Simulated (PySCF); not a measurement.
# CHClOS: the cost of one run

Programs: PySCF 2.14.0. All values are calculated, for the isolated system unless a continuum is named. Atoms count from 0, parts from 1.

### 1 Starting point

5 atoms, charge 0, multiplicity 1; geometry: GFN2-xTB. Parts: 1 = atoms 0–1, `Cl`, charge 0; 2 = atoms 2–4, `O=C=S`, charge 0.

### 2 Optimising the geometry at PBE0-D3(BJ)/def2-TZVPD

Job settings and geometry (Å):

```
{"job": {"xc": "PBE0", "basis": "def2-TZVPD", "d3": "d3bj", "grid": 3, "kind": "geom", "shake": 0.01}, "charge": 0, "multiplicity": 1, "parts": [{"atoms": "0-1", "charge": 0, "multiplicity": 1}, {"atoms": "2-4", "charge": 0, "multiplicity": 1}]}
Cl     0.317377     0.463493     0.692359
H     -0.311197    -0.287980    -0.133562
O     -1.119627    -1.504099    -1.561163
C     -1.316487    -2.159534    -2.474173
S     -1.682901    -3.043072    -3.699007
```

Command:

```console
$ OMP_NUM_THREADS=1 python cluster_run.py task.json out
```

The driver reads the jobs from task.json and runs them one after another.

Q: Estimate the wall time and peak memory of this first job on 1 thread of Arm Neoverse N1, shared host.

About 71 s, with a peak of 0.68 GiB.
